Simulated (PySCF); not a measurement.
# Where the electron goes

Compound: C3H7OP.
Z-matrix (Å and degrees, PBE0-D3(BJ)/def2-SVP geometry), rows numbered from 1:
```
C 
P   1  1.8069
O   2  1.4925  1  116.52
C   2  1.7912  1  110.10  3   152.12
C   4  1.5589  2   64.18  1   100.79
H   1  1.0995  2  108.61  3   -60.42
H   1  1.0995  2  108.69  3    57.26
H   1  1.0982  2  111.36  3   178.50
H   4  1.0951  2  116.86  5   107.10
H   4  1.0953  2  120.42  5  -108.41
H   5  1.0952  2  116.03  4  -106.94
H   5  1.0952  2  121.42  4   108.55
```

Method: TDDFT B3LYP/def2-SVPD, vertical, gas phase, core orbitals frozen in the response in PySCF 2.14.0, density-fitted response routines.

Frontier orbitals with the atoms that hold most of them (Löwdin shares over 4%, at most four atoms; ? is withheld):

```tsv
orbital	ε (eV)	atoms
HOMO-3	-9.60	O3 37%, P2 23%, C5 10%, C4 10%
HOMO-2	-9.43	O3 28%, C4 24%, C5 24%, P2 11%
HOMO-1	-7.65	O3 62%, P2 12%, C1 8%, C5 7%
HOMO	?	?
LUMO	-0.01	?
LUMO+1	0.91	C4 14%, H10 14%, H12 13%, C5 13%
LUMO+2	0.92	C1 16%, P2 12%, H6 11%, H7 11%
```

Task: Give the leading atoms of the LUMO.

Result: C1 (bonded to P and 3 H) 18%; H8 (bonded to C) 12%; C5 (bonded to C, P and 2 H) 12%; C4 (bonded to C, P and 2 H) 12%. By element: carbon 42%, hydrogen 12% or more.

Task: Give the leading atoms of the HOMO.

Result: O3 (bonded to P) 43%; P2 (bonded to 3 C and O) 18%; C4 (bonded to C, P and 2 H) 16%; C5 (bonded to C, P and 2 H) 16%. By element: oxygen 43%, carbon 31% or more, phosphorus 18%.

Task: What is the HOMO energy, and the HOMO–LUMO gap?

Result: ε(HOMO) = -6.93 eV; the gap is 6.93 eV (0.2545 hartree).

Task: How does S1 compare with the orbital gap of 6.93 eV?

Result: S1 is at 5.92 eV (f = 0.014), 1.01 eV below the gap, made of HOMO→LUMO (94%). Without the coupling terms of the response equations the lowest excitation would equal the gap.

Task: One configuration dominates each of S1 and S2. Which, and how do the shares of the two leading atoms of either orbital change from the occupied to the empty one?

Result: 
- S1 (5.92 eV, f 0.014), HOMO→LUMO (94%): O3 43% → at most 12%, P2 18% → at most 12%, C1 at most 9% → 18%, H8 at most 9% → 12%
- S2 (6.68 eV, f 0.037), HOMO-1→LUMO (90%): O3 62% → at most 12%, P2 12% → at most 12%, C1 8% → 18%, H8 at most 7% → 12%

Orbitals of the list HOMO-3 to LUMO+2 that lie within 0.01 eV of each other are written together with a slash and their weights summed (≥ marks a lower bound); for degenerate orbitals outside that list single weights are arbitrary.

Time: 63 s (with the writing of density and orbital grids); peak memory 0.73 GiB. Hardware: one thread, Arm Neoverse V1 (aarch64), no GPU (shared host).
